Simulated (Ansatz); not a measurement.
# BH₅O: one structure at several levels

One table from this session's results is given with a row withheld; the runs are named, their logs left out.

Computed with Ansatz 0.2.0, Gaussian basis. Level: single points in def2-TZVPP.

Correlated methods freeze the cores.

## Starting geometry

SMILES `[BH3-][OH2+]`, 7 atoms, charge 0, spin multiplicity 1.

Atoms are counted from 1 here; the program's logs count them from 0.

Bond lengths: B1–H3 1.143 Å, B1–H4 1.192 Å, B1–H5 1.223 Å, O2–H6 0.968 Å, O2–H7 0.949 Å. Angles: H3–B1–H4 113.5°, H3–B1–H5 115.4°, H4–B1–H5 114.5°, H6–O2–H7 110.9°.

Coordinates:

```xyz
7
BH5O
B    -0.29320   -0.54510   -0.32740
O     0.37790    0.57560    0.75990
H     0.24290   -1.53010   -0.10730
H    -1.44550   -0.55170   -0.02080
H    -0.06260   -0.05620   -1.42430
H    -0.10040    1.38730    0.53610
H     1.28870    0.63560    0.49870
```

Set-up of the first run:

Input file run/in.yaml:

```yaml
crystal:
  periodic: [false, false, false]
  atoms:
    - {symbol: B, position_ang: [-0.293200, -0.545100, -0.327400]}
    - {symbol: O, position_ang: [0.377900, 0.575600, 0.759900]}
    - {symbol: H, position_ang: [0.242900, -1.530100, -0.107300]}
    - {symbol: H, position_ang: [-1.445500, -0.551700, -0.020800]}
    - {symbol: H, position_ang: [-0.062600, -0.056200, -1.424300]}
    - {symbol: H, position_ang: [-0.100400, 1.387300, 0.536100]}
    - {symbol: H, position_ang: [1.288700, 0.635600, 0.498700]}
basis:
  gaussian: {orbitals: def2-TZVPP}
correlation: {method: ccsd_t}
output: {forces: true}
```

No record of the launch command was kept for these runs.

Steps of the session up to this table: CCSD(T)/def2-TZVPP; PBE0-D4/def2-TZVPP; wB97M-V/def2-TZVPP; r2SCAN-D4/def2-TZVPP; PBE-D4/def2-TZVPP; CAM-B3LYP-D4/def2-TZVPP; revPBE-D4/def2-TZVPP.

One of the session's tables, all rows but one given; the rest of the session is left out.

| method | RMS force component (eV/Å) | angle to CCSD(T) forces (°) | dipole (D) |
| --- | --- | --- | --- |
| CCSD(T) | 0.578 | reference | 4.17 |
| PBE0-D4 | 0.570 | 6.6 | 4.20 |
| wB97M-V | 0.547 | 4.1 | 4.20 |
| r2SCAN-D4 | ? | ? | ? |
| PBE-D4 | 0.653 | 16.1 | 4.21 |
| CAM-B3LYP-D4 | 0.549 | 6.1 | 4.18 |
| revPBE-D4 | 0.656 | 16.2 | 4.21 |

**Question.** Estimate the row for r2SCAN-D4.

As computed: RMS force component (eV/Å): 0.569; angle to CCSD(T) forces (°): 2.1; dipole (D): 4.23. In the column «RMS force component (eV/Å)» it lies between CAM-B3LYP-D4 (0.549) and PBE0-D4 (0.570).
